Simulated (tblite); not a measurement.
Species: H4O2Si.
Z-matrix (Å and degrees, GFN2-xTB geometry), rows numbered from 1:
```
O 
Si  1  1.6339
O   2  1.6172  1  105.45
H   1  0.9510  2  120.45  3   178.80
H   2  1.4564  1  111.43  3  -115.35
H   2  1.4614  1  109.43  3   118.65
H   3  0.9535  2  119.32  1    17.38
```

Computed with GFN2-xTB (tblite): harmonic, unscaled wavenumbers at the GFN2-xTB geometry, gas phase. Errors from tens to a few hundred cm⁻¹ against measured bands are possible. Modes of hydrogen on silicon can be 10 to 20 % off. One conformer, not necessarily the lowest.

Harmonic wavenumbers (cm⁻¹): 75.0, 277.4, 316.0, 587.7, 601.3, 733.7, 804.7, 813.7, 836.2, 873.1, 941.4, 2255.7, 2316.6, 3676.7, 3720.3.

A = 22052, B = 8052, C = 6349 MHz; mass 63.998 u (most abundant isotopes); point group C1, symmetry number 1.

Zero-point energy?

½Σν̃ = 9415 cm⁻¹ = 26.92 kcal/mol.

What is S at 298.15 K and 1 bar for an ideal gas of classical rigid rotors and harmonic oscillators?

Translation 38.41, rotation 23.17, vibration 8.94: S = 70.5 cal/(mol K).

And Cp and H(298.15 K) − H(0)?

Cp = 18.98 cal/(mol K), of which vibrations give 11.03 (their classical limit is 15 R = 29.8); H(298.15 K) − H(0) = 3.87 kcal/mol without the zero-point energy, 1.50 from vibrations.

Blend soft modes into free rotors: weight 1/[1 + (100 cm⁻¹/ν̃)⁴] for the oscillator and the rest for a rotor with moment μB/(μ + B), μ = h/(8π²ν), B = 10⁻⁴⁴ kg m². What vibrational entropy results?

8.28 cal/(mol K) in place of 8.94, which changes −T·S at 298.15 K by +0.20 kcal/mol.

Which modes carry the vibrational entropy at 298.15 K?

75.0 cm⁻¹: 4.02; 277.4 cm⁻¹: 1.55; 316.0 cm⁻¹: 1.33; 587.7 cm⁻¹: 0.47; 601.3 cm⁻¹: 0.45; 733.7 cm⁻¹: 0.27 cal/(mol K); the other 9 give 0.85 together.

What must be added to the electronic energy to get the Gibbs energy at 298.15 K and 1 bar?

ZPE + [H(298.15 K) − H(0)] − T·S = 26.92 + 3.87 − 21.03 = 9.76 kcal/mol.

How do the functions run with temperature in this model?

```tsv
T (K)	S (cal/(mol K))	Cp (cal/(mol K))	H − H(0) (kcal/mol)	G − H(0) (kcal/mol)	ln q(vib)
50	48.2	9.4	0.43	-1.98	0.12
100	55.1	10.9	0.93	-4.58	0.45
373.15	75.1	21.5	5.39	-22.62	2.62
500	81.8	24.6	8.33	-32.59	3.74
750	92.5	28.2	14.97	-54.44	5.85
1000	101.0	30.5	22.32	-78.67	7.76
```

q(vib) and H(0) count from the zero-point level.

Hindered rotation and anharmonicity are outside this model. Other conformers, if any are populated, would add a mixing term that is left out.
